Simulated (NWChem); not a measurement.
# isobutane (C4H10); SMILES CC(C)C

```xyz
14

C      0.4671     1.3853    -0.0961
C      0.0000     0.0000     0.3734
C      0.9661    -1.0972    -0.0961
C     -1.4332    -0.2881    -0.0961
H      1.4787     1.6092     0.2637
H      0.4848     1.4404    -1.1928
H     -0.2011     2.1763     0.2652
H      0.0000     0.0000     1.4739
H      1.9852    -0.9140     0.2652
H      1.0050    -1.1401    -1.1928
H      0.6543    -2.0852     0.2637
H     -1.7842    -1.2623     0.2652
H     -2.1329     0.4760     0.2637
H     -1.4898    -0.3003    -1.1928
```
Atoms are numbered in this order, from 1.

Computed with NWChem. Geometry: optimised at B3LYP/6-31G* (spherical d). Level: B3LYP/def2-SVP with SMD (1 M gas to 1 M solution), gas-phase geometry.

```json
[
 {"solvent": "water", "dielectric constant": "78.4", "solvation free energy (kcal/mol)": "2.5", "cavity-dispersion-structure term (kcal/mol)": "3.0", "dipole in solution (D)": "0.11"},
 {"solvent": "cyclohexanone", "dielectric constant": "15.6", "solvation free energy (kcal/mol)": "-1.1", "cavity-dispersion-structure term (kcal/mol)": "-0.7", "dipole in solution (D)": "0.11"},
 {"solvent": "acetonitrile", "dielectric constant": "35.7", "solvation free energy (kcal/mol)": "-1.4", "cavity-dispersion-structure term (kcal/mol)": "-0.9", "dipole in solution (D)": "0.11"},
 {"solvent": "ethanol", "dielectric constant": "24.9", "solvation free energy (kcal/mol)": "-1.5", "cavity-dispersion-structure term (kcal/mol)": "-1.0", "dipole in solution (D)": "0.11"},
 {"solvent": "n-hexane", "dielectric constant": "1.88", "solvation free energy (kcal/mol)": "-2.4", "cavity-dispersion-structure term (kcal/mol)": "-2.1", "dipole in solution (D)": "0.10"},
 {"solvent": "acetone", "dielectric constant": "20.5", "solvation free energy (kcal/mol)": "-1.7", "cavity-dispersion-structure term (kcal/mol)": "-1.3", "dipole in solution (D)": "0.11"},
 {"solvent": "dimethyl sulfoxide", "dielectric constant": "46.8", "solvation free energy (kcal/mol)": "-0.2", "cavity-dispersion-structure term (kcal/mol)": "0.3", "dipole in solution (D)": "0.11"}
]
```
